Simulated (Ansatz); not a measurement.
# Match the barriers

Saddle point of C2H6Cl, doublet (CH₃Cl ([CH3][Cl]) + CH₃ → CH₃Cl ([CH3][Cl]) + CH₃; bonds formed: Cl1–C3; bonds broken: Cl1–C2), PBE0-D4/def2-TZVP structure:

| atom | x (Å) | y (Å) | z (Å) |
| --- | --- | --- | --- |
| Cl1 | 0.0093 | -0.0029 | 0.0028 |
| C2 | -0.4885 | 0.3424 | 1.9754 |
| C3 | 0.4884 | -0.3423 | -1.9754 |
| H4 | -0.2996 | 1.4020 | 2.1001 |
| H5 | -1.5330 | 0.0584 | 2.0228 |
| H6 | 0.1844 | -0.3069 | 2.5230 |
| H7 | 1.5718 | -0.3662 | -1.9724 |
| H8 | 0.0539 | 0.5081 | -2.4873 |
| H9 | 0.0133 | -1.2925 | -2.1889 |

Program: Ansatz 0.2.0. Basis: def2-TZVPP, with def2-QZVPP for the basis limit. Cores are frozen in the correlated methods; orbitals are unrestricted. Extrapolation: Hartree–Fock as exp(−7.88 √X), correlation as X^−2.97. Four methods, as single points on the PBE0-D4 structures, gave these electronic barriers from the start structure: 5.39, 14.51, 20.45, 33.16 kcal/mol.

Question: The methods were, in alphabetical order, CCSD(T), HF, r2SCAN-D4, SPW92. Which gave which? (A judgement: the text doesn't fix the answer.)

Answer: Computed: SPW92 5.39; r2SCAN-D4 14.51; CCSD(T) 20.45; HF 33.16 kcal/mol. For comparison, CCSD(T) at an estimated basis limit (MP2 extrapolated from triple and quadruple zeta, plus CCSD(T) − MP2 in triple zeta) gives 19.39 kcal/mol.

T1 diagnostic: at most 0.020. ⟨S²⟩ of the unrestricted Hartree–Fock references: 0.76 to 0.88 (a pure state has 0.75). The unrestricted reference is spin-contaminated, which hurts MP2 most. The start structure is not quite a true minimum (one mode of 32i cm⁻¹). The end structure is not quite a true minimum (one mode of 39i cm⁻¹).

Labels in which every atom is bracketed show which atoms are joined, not bond orders.

For scale, one of the runs: CCSD(T)/def2-TZVPP, 188 basis functions, launched by `ansatz run in.yaml --threads 4 --pin off --events-out ev --progress --plain --max-ram 9574MiB`. Hardware: 4 CPU threads of an Arm Neoverse V2, shared host. Wall time 80 s; peak host memory 5 GiB.
